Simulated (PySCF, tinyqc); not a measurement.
Worked calculation: harmonic frequencies on the B3LYP (VWN-RPA form)/sto-3g surface (energies and gradients from PySCF), for CH2, spin multiplicity 1. The lowest restricted solution is unstable here: a spin-polarised one lies 0.0128 hartree lower (PySCF). One step of it, computed by the program tinyqc.

Problem. One row of the Hessian: 3Hy. Displace 3Hy by +/-0.002 bohr; H(k, :) = (g(+) - g(-)) / (2 delta).

optimised positions (bohr), order 1C, 2H, 3H:
$$\begin{pmatrix}
-0.027505 & 0.083022 & -0.217476 \\
-0.122860 & 1.661248 & 1.284425 \\
0.033225 & -1.602538 & 1.164839
\end{pmatrix}$$

gradient at +delta (hartree/bohr), order 1C, 2H, 3H:
$$\begin{pmatrix}
0.00001591 & -0.00040709 & 0.00020863 \\
0.00000121 & -0.00005962 & 0.00006201 \\
-0.00001850 & 0.00046630 & -0.00027188
\end{pmatrix}$$

gradient at -delta (hartree/bohr), order 1C, 2H, 3H:
$$\begin{pmatrix}
-0.00001681 & 0.00040558 & -0.00020854 \\
-0.00000266 & 0.00005843 & -0.00006243 \\
0.00001807 & -0.00046441 & 0.00026970
\end{pmatrix}$$

Give: row of the Hessian.

Solution.

row of the Hessian (hartree/bohr^2): 1Cx 0.008180, 1Cy -0.203168, 1Cz 0.104292, 2Hx 0.000968, 2Hy -0.029511, 2Hz 0.031110, 3Hx -0.009143, 3Hy 0.232677, 3Hz -0.135397
